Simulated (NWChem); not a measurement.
What each level costs for phosphine (H3P)

```
P
H 1 1.4287
H 1 1.4287 2 92.92
H 1 1.4287 2 92.92 3 -93.08
```
Charge 0, spin multiplicity 1.

Program: NWChem. The geometry was optimised at PBE0/def2-SVP, a minimum by its harmonic frequencies.

Basis set: cc-pVTZ (76 functions). Each entry is one whole single-point run; the coupled-cluster runs use the TCE module, and the SCF and DFT modules converge to different thresholds.

The correlated methods keep 5 core orbitals frozen. B3LYP has NWChem's definition, with VWN1-RPA local correlation.

### Question
Roughly how much processor time does each of these take, relative to RHF: MP2, RI-MP2, B2PLYP, PBE, B3LYP, BLYP, CR-CCSD(T)?

### Answer
RI-MP2 about the same, within a factor of 3; B3LYP about the same, within a factor of 3; PBE about the same, within a factor of 3; BLYP about the same, within a factor of 3; MP2 about the same, within a factor of 3; B2PLYP about the same, within a factor of 3; CR-CCSD(T) about 6 (rough ratios from shared machines).
